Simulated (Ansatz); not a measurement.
## A rate constant, worked out

An elementary step of CH8AlN, closed shell (CH₅Al ([CH3][AlH2]) + NH₃ → AlNH₄ ([NH2][AlH2]) + CH₄; Al–C, H–N broken or loosened, Al–N, C–H formed or tightened). The start structure is the complex of the reactants, bound by 1.23 eV, and the electronic barrier above it is 1.464 eV by CCSD(T) at an estimated basis limit (MP2 extrapolated from triple and quadruple zeta, plus CCSD(T) − MP2 in triple zeta). Computed with Ansatz 0.2.0 (basis: def2-TZVPP and def2-QZVPP); correlated methods freeze the cores. Extrapolation: Hartree–Fock as exp(−7.88 √X), correlation as X^−2.97. Harmonic wavenumbers at PBE0-D4/def2-TZVP (Ansatz 0.2.0), in cm⁻¹:

Start: 104, 116, 147, 357, 411, 418, 488, 601, 687, 696, 748, 749, 790, 1216, 1240, 1445, 1451, 1651, 1653, 1825, 1840, 3022, 3097, 3101, 3488, 3606, 3606.

Saddle: 1444i, 98, 279, 358, 388, 450, 515, 618, 638, 652, 699, 733, 747, 749, 1254, 1326, 1452, 1542, 1551, 1845, 1914, 1915, 2995, 3092, 3146, 3560, 3660.

(1) Work out the transition-state-theory rate constant at 600 K from these numbers alone (harmonic vibrations; rotation, path degeneracy and anharmonicity left out), and the Wigner tunnelling factor. Use 1 cm⁻¹ = 1.2398 × 10⁻⁴ eV and k_B = 8.617 × 10⁻⁵ eV/K.

T1 diagnostic: at most 0.012.

Answers

(1) Zero-point energies, half the sums: start 38553/2 cm⁻¹ = 2.3900 eV; saddle, real modes only, 36176/2 cm⁻¹ = 2.2426 eV.
Barrier with zero-point energy: 1.464 + 2.2426 − 2.3900 = 1.3166 eV.
k_BT = 0.05170 eV, so the barrier is 25.46 k_BT.
Vibrational partition functions from the zero-point level, ln q = −Σ ln(1 − exp(−hν/k_BT)): start 7.445, saddle 5.799.
k = (k_BT/h) exp(ln q‡ − ln q) exp(−E0/k_BT), with log₁₀(k_BT/h in s⁻¹) = 13.10: log₁₀ k = 13.10 + (-1.646 − 25.46)/2.3026 = 1.33, so k ≈ 2 × 10^(1) s⁻¹.
Wigner factor: 1 + (hν‡/k_BT)²/24 = 1 + (3.46)²/24 = 1.50. A change of 1 kcal/mol (0.043 eV) in the barrier would change k by a factor of 2.3 at this temperature.

The step is the kind of exchange with an N–H group that builds nitride films in atomic layer and chemical vapour deposition.

Labels in which every atom is bracketed show which atoms are joined, not bond orders.

For scale, one of the runs: CCSD(T)/def2-TZVPP, 216 basis functions, launched by `ansatz run in.yaml --threads 2 --pin off --events-out ev --progress --plain --max-ram 4352MiB`. The run took 23 s on 2 CPU threads of an Intel Xeon 6975P-C (shared host), with 3.3 GiB of host memory at its peak.
